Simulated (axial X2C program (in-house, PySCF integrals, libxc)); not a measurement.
# Photoelectron levels of BCl by EOM-IP-CCSD

Computed with an axial X2C code built on PySCF integrals: two-component X2C with atomic mean-field Coulomb and Gaunt terms, Gaussian nuclei, basis Cl dyall-av3z, B dyall-v3z with contracted cores.

R = 1.655 Å (0.960 times 1.724 Å, the PBE0 minimum at charge 0 for the lowest determinant).

Vertical ionisation energies of BCl to the states of BCl⁺:

```json
{"Ω of BCl⁺": "1/2", "vertical IE (eV)": "10.040", "above lowest (cm⁻¹)": "0", "ionised spinor": "40% B sσ, 37% B pσ, 10% Cl pσ", "one-hole weight": "0.93"}
{"Ω of BCl⁺": "3/2", "vertical IE (eV)": "14.150", "above lowest (cm⁻¹)": "33144", "ionised spinor": "83% Cl pπ, 10% B pπ", "one-hole weight": "0.92"}
{"Ω of BCl⁺": "1/2", "vertical IE (eV)": "14.222", "above lowest (cm⁻¹)": "33731", "ionised spinor": "83% Cl pπ, 10% B pπ", "one-hole weight": "0.92"}
{"Ω of BCl⁺": "1/2", "vertical IE (eV)": "17.536", "above lowest (cm⁻¹)": "60456", "ionised spinor": "70% Cl pσ, 13% B sσ, 8% Cl sσ", "one-hole weight": "0.83"}
```

(1) What is the splitting of the first π pair in the table, and is it regular or inverted?

This point took 6.8 s on 1 thread of Intel(R) Xeon(R) Processor @ 2.30GHz, on a shared host.

Reference electrons by ω block (each with its −ω partner): 1/2: 9, 3/2: 2. 10 electrons of BCl correlated (inner shells frozen), 94 natural virtual spinors (a truncated set); levels can be off by some tenths of an eV. Roots sought by Ω: (1/2: 4, 3/2: 3, 5/2: 1); rows need 60 % one-particle weight and stop where some Ω has no more roots. Missing are any skipped roots, higher Ω and states of a further excitation; these come out far too high here and may in truth be low or lowest. T1 of the reference 0.014 (Lee–Taylor). Number of frozen shells: Cl 2 s, 1 p; B 1 s.

Results:

(1) E(3/2) − E(1/2) = 33144 − 33731 = -587 cm⁻¹ at EOM-IP-CCSD: inverted, Ω = 3/2 lower. Splittings at this level can be off by ten to twenty per cent.
